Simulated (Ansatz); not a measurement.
Born–Oppenheimer molecular dynamics of CH6AlN (9 atoms, charge 0, multiplicity 1). It goes on from the last frame of an earlier run, with new velocities.

Computed with Ansatz, RKS PBE/6-31G*.

| Item | Value |
| --- | --- |
| ensemble | NVE (velocity Verlet) |
| time step | 0.5 fs |
| steps asked | 150 |
| starting velocities drawn for | 700 K |
| seed | 125797 |

Frames 1 fs apart, positions in Å.

Velocities at 0 fs (Å/ps):

```
Al -3.53 -2.19 -4.51
H -0.23 16.07 11.84
N 4.56 5.95 3.75
H -23.07 -29.38 -42.94
H 46.62 -22.13 4.13
C -0.43 -1.92 9.37
H 25.90 28.66 -17.31
H -26.00 7.30 -3.73
H 13.02 -1.62 5.04
```

```xyz
9
Properties=species:S:1:pos:R:3 time_fs=0 energy_less_start_eV=0.000 T=700
Al 0.052 -0.080 -0.014
H 0.260 -0.204 1.571
N 1.506 0.116 -0.998
H 2.429 0.319 -0.637
H 1.472 0.300 -2.005
C -1.727 -0.223 -0.848
H -2.014 -1.266 -1.011
H -2.516 0.206 -0.239
H -1.766 0.259 -1.832
9
Properties=species:S:1:pos:R:3 time_fs=1 energy_less_start_eV=0.091 T=602
Al 0.049 -0.083 -0.018
H 0.260 -0.188 1.583
N 1.510 0.122 -0.994
H 2.410 0.290 -0.678
H 1.518 0.278 -2.001
C -1.727 -0.225 -0.839
H -1.989 -1.240 -1.028
H -2.543 0.214 -0.241
H -1.753 0.258 -1.828
9
Properties=species:S:1:pos:R:3 time_fs=2 energy_less_start_eV=0.205 T=479
Al 0.045 -0.085 -0.022
H 0.261 -0.172 1.593
N 1.514 0.128 -0.992
H 2.414 0.264 -0.708
H 1.563 0.255 -1.998
C -1.727 -0.226 -0.830
H -1.967 -1.228 -1.047
H -2.570 0.223 -0.242
H -1.740 0.259 -1.825
9
Properties=species:S:1:pos:R:3 time_fs=3 energy_less_start_eV=0.193 T=490
Al 0.041 -0.087 -0.026
H 0.262 -0.155 1.601
N 1.515 0.133 -0.991
H 2.447 0.241 -0.722
H 1.602 0.231 -1.999
C -1.728 -0.226 -0.821
H -1.950 -1.234 -1.067
H -2.591 0.230 -0.245
H -1.727 0.262 -1.822
9
Properties=species:S:1:pos:R:3 time_fs=4 energy_less_start_eV=0.172 T=512
Al 0.037 -0.089 -0.029
H 0.263 -0.139 1.605
N 1.516 0.139 -0.990
H 2.499 0.220 -0.722
H 1.635 0.207 -2.004
C -1.728 -0.223 -0.812
H -1.938 -1.255 -1.087
H -2.606 0.231 -0.251
H -1.714 0.266 -1.816
9
Properties=species:S:1:pos:R:3 time_fs=5 energy_less_start_eV=0.244 T=433
Al 0.033 -0.091 -0.032
H 0.265 -0.123 1.604
N 1.518 0.145 -0.990
H 2.550 0.198 -0.713
H 1.659 0.182 -2.011
C -1.729 -0.221 -0.804
H -1.929 -1.282 -1.104
H -2.611 0.227 -0.259
H -1.702 0.271 -1.808
9
Properties=species:S:1:pos:R:3 time_fs=6 energy_less_start_eV=0.345 T=323
Al 0.029 -0.093 -0.035
H 0.267 -0.107 1.598
N 1.522 0.151 -0.991
H 2.584 0.174 -0.698
H 1.675 0.156 -2.017
C -1.731 -0.218 -0.796
H -1.922 -1.306 -1.117
H -2.610 0.218 -0.270
H -1.690 0.277 -1.798
9
Properties=species:S:1:pos:R:3 time_fs=7 energy_less_start_eV=0.383 T=282
Al 0.026 -0.096 -0.037
H 0.269 -0.091 1.587
N 1.527 0.157 -0.992
H 2.592 0.150 -0.681
H 1.682 0.131 -2.020
C -1.733 -0.215 -0.790
H -1.917 -1.320 -1.123
H -2.605 0.205 -0.281
H -1.678 0.284 -1.784
9
Properties=species:S:1:pos:R:3 time_fs=8 energy_less_start_eV=0.326 T=344
Al 0.023 -0.098 -0.038
H 0.271 -0.076 1.573
N 1.536 0.162 -0.994
H 2.573 0.126 -0.664
H 1.681 0.106 -2.019
C -1.735 -0.214 -0.786
H -1.912 -1.321 -1.121
H -2.601 0.190 -0.288
H -1.668 0.292 -1.770
9
Properties=species:S:1:pos:R:3 time_fs=9 energy_less_start_eV=0.221 T=458
Al 0.020 -0.099 -0.039
H 0.273 -0.062 1.556
N 1.546 0.168 -0.996
H 2.532 0.102 -0.646
H 1.673 0.082 -2.015
C -1.738 -0.215 -0.783
H -1.908 -1.308 -1.112
H -2.602 0.176 -0.290
H -1.659 0.301 -1.756
9
Properties=species:S:1:pos:R:3 time_fs=10 energy_less_start_eV=0.173 T=510
Al 0.017 -0.101 -0.040
H 0.277 -0.048 1.539
N 1.556 0.173 -0.999
H 2.480 0.080 -0.625
H 1.660 0.059 -2.009
C -1.739 -0.216 -0.782
H -1.905 -1.285 -1.098
H -2.609 0.164 -0.285
H -1.652 0.312 -1.744
9
Properties=species:S:1:pos:R:3 time_fs=11 energy_less_start_eV=0.230 T=449
Al 0.015 -0.103 -0.041
H 0.281 -0.035 1.522
N 1.566 0.179 -1.001
H 2.435 0.057 -0.597
H 1.645 0.036 -2.003
C -1.741 -0.219 -0.782
H -1.904 -1.256 -1.081
H -2.623 0.154 -0.273
H -1.647 0.325 -1.734
```

Of the whole run (75 fs, mean temperature of the second half 365 K): The conserved energy stayed within 0.59 meV per atom of its start (net change 0.51 meV per atom), so the integration is sound. Over the second half the temperature averaged 0.52 of the 700 K drawn at the start: a run that starts near a minimum puts about half its kinetic energy into the potential. A run of 0.075 ps of so small a system gives no equilibrium averages.

The run took 4.1 min on 1 thread of Arm Neoverse V1, with other jobs on the host, peak memory 0.11 GiB.
